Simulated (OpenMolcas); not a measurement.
**OpenMolcas timings: triplet CH8BN**

CH8BN: 11 atoms, total charge 0, spin state triplet. SMILES of the parent species: `[BH3-][NH2+]C`. The coordinates come from a PBE0-D4/def2-TZVP relaxation. That shape belongs to the parent species and isn't relaxed for this state.

```xyz
11

B    -0.8284    1.0320   -0.2051
N    -0.3495   -0.4975    0.0708
C     1.1078   -0.6611    0.1552
H    -2.0409    0.9910   -0.2454
H    -0.3251    1.3417   -1.2657
H    -0.4029    1.6775    0.7312
H    -0.7835   -0.8152    0.9323
H    -0.7210   -1.0847   -0.6699
H     1.4757   -0.0241    0.9576
H     1.5435   -0.3171   -0.7813
H     1.3898   -1.6994    0.3411
```

Program: OpenMolcas 26.06. Hardware: 1 thread of Intel Xeon 6975P-C (Granite Rapids), shared host, so times are rough. Two-electron integrals are exact unless an approximation is named.

Task: Estimate their order by wall time, quickest first.
A. energy at UB3LYP/6-31G* (spherical functions), grid UltraFine
B. energy at UPBE/cc-pVDZ, grid UltraFine
C. energy at UHF/STO-3G
D. energy at UHF/cc-pVDZ

Result: C (1.4 s), D (11 s), A (43 s), B (1.8 min).
